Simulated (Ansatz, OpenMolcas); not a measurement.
# A ladder of methods for BH2F (SMILES [H]B([H])F)

BH2F has 4 atoms, charge 0, and is taken as a singlet. SMILES: `[H]B([H])F`. The shape is that of a GFN2-xTB optimisation.

| atom | x (Å) | y (Å) | z (Å) |
| --- | --- | --- | --- |
| B | 0.0300 | 0.0492 | 0.0006 |
| H | 1.1984 | -0.0340 | 0.0156 |
| H | -0.5783 | 1.0502 | -0.0194 |
| F | -0.6501 | -1.0654 | 0.0032 |

Each level gives the energy change with the B1–F4 bond stretched from 1.306 to 3.264 Å (eV). The values are calculated.

```json
{"level": "HF/STO-3G (restricted)", "kind": "Hartree–Fock", "program": "OpenMolcas", "value (eV)": "12.98", "less FCI/STO-3G": "+6.15"}
{"level": "BLYP/STO-3G (restricted)", "kind": "GGA", "program": "Ansatz", "value (eV)": "9.56", "less FCI/STO-3G": "+2.73"}
{"level": "r2SCAN/STO-3G (restricted)", "kind": "meta-GGA", "program": "Ansatz", "value (eV)": "10.08", "less FCI/STO-3G": "+3.25"}
{"level": "B3LYP/STO-3G (unrestricted)", "kind": "global hybrid", "program": "OpenMolcas", "value (eV)": "8.09", "less FCI/STO-3G": "+1.26"}
{"level": "wB97X/STO-3G (restricted)", "kind": "range-separated hybrid", "program": "Ansatz", "value (eV)": "11.24", "less FCI/STO-3G": "+4.41"}
{"level": "MP2/STO-3G (restricted)", "kind": "perturbation theory", "program": "Ansatz", "value (eV)": "8.14", "less FCI/STO-3G": "+1.31"}
{"level": "MRCI(2,2)/STO-3G", "kind": "multireference", "program": "OpenMolcas", "value (eV)": "6.76", "less FCI/STO-3G": "-0.07"}
{"level": "CCSD/STO-3G (restricted)", "kind": "coupled cluster or CI", "program": "Ansatz", "value (eV)": "6.81", "less FCI/STO-3G": "-0.02"}
{"level": "CISD/STO-3G (restricted)", "kind": "coupled cluster or CI", "program": "OpenMolcas", "value (eV)": "7.22", "less FCI/STO-3G": "+0.39"}
{"level": "FCI/STO-3G", "kind": "exact in the basis", "program": "Ansatz", "value (eV)": "6.83", "less FCI/STO-3G": "0.00"}
```

FCI/STO-3G is exact within its basis and frozen core, so for wave-function methods in that basis the difference is their error; functionals converge differently with the basis, so for them it is only a difference. A spin-restricted reference rises too steeply as a bond breaks; here HF/STO-3G, BLYP/STO-3G, r2SCAN/STO-3G, wB97X/STO-3G, MP2/STO-3G, CISD/STO-3G lie well above the multireference or unrestricted value. The first shape isn't each level's own minimum. The values span 6.76 to 12.98 eV. Spin contamination of the reference (⟨S²⟩ at least 0.1 too high) touches B3LYP/STO-3G. All rows use very small basis sets, so none should be taken for the real molecule's value.
